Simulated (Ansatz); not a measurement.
# Structure relaxation of Ga2Si

The calculation used DFT PBE, scalar-relativistic, plane waves, PAW in Ansatz. Cutoff 420 eV, Γ-centred k mesh, Gaussian smearing, no spin polarisation in the final step.

Ga2Si was placed on the fluorite structure type (Fm-3m, No. 225), with Si in place of Ca, Ga in place of F, at a guessed volume.

```xyz
3
Lattice="0.0000 2.9041 2.9041 2.9041 0.0000 2.9041 2.9041 2.9041 0.0000" Properties=species:S:1:pos:R:3 pbc="T T T"
Ga    1.4520    1.4520    1.4520
Ga    4.3561    4.3561    4.3561
Si    0.0000    0.0000    0.0000
```

Cell and atoms relax at zero pressure; the relaxation can't lower the symmetry of the start. After a coarse first stage the cell is made exact in the group found at 0.06 Å.

The zero of energy is the elements' standard structures at the same level; no fitted shifts are applied.

Task: Describe the relaxed structure.

Result: It keeps Fm-3m (No. 225). The result has the fluorite structure. Conventional cell: a = 6.197 Å. Ga is coordinated by 4 Si at 2.68 Å and 6 Ga at 3.10 Å; Si is coordinated by 8 Ga at 2.68 Å.

```cif
data_structure
_symmetry_space_group_name_H-M 'Fm-3m'
_symmetry_Int_Tables_number 225
_cell_length_a 6.1973
_cell_length_b 6.1973
_cell_length_c 6.1973
_cell_angle_alpha 90.000
_cell_angle_beta 90.000
_cell_angle_gamma 90.000
_cell_volume 238.02
loop_
_atom_site_label
_atom_site_type_symbol
_atom_site_symmetry_multiplicity
_atom_site_Wyckoff_symbol
_atom_site_fract_x
_atom_site_fract_y
_atom_site_fract_z
_atom_site_occupancy
Ga1 Ga 8 c 0.25000 0.75000 0.75000 1
Si1 Si 4 a 0.00000 0.00000 0.00000 1
```

Task: What are its volume, energy, density and gap?

Result: The volume per atom is 19.83 Å³, the density is 4.68 g/cm³ and the energy over the elements is 0.15 eV/atom. The gap on the 14×14×14 mesh is 0 eV (a metal).

The final run used a 14×14×14 mesh on its 3-atom cell and 0.10 eV smearing. The k mesh leaves about 4 meV/atom of noise in metals. A structure relaxed within its symmetry needn't be a true minimum. The steps took roughly 26 core-seconds in all.

Cost: 3 runs of about 0.43 core-minutes in all, on Arm Neoverse V2 (shared hosts).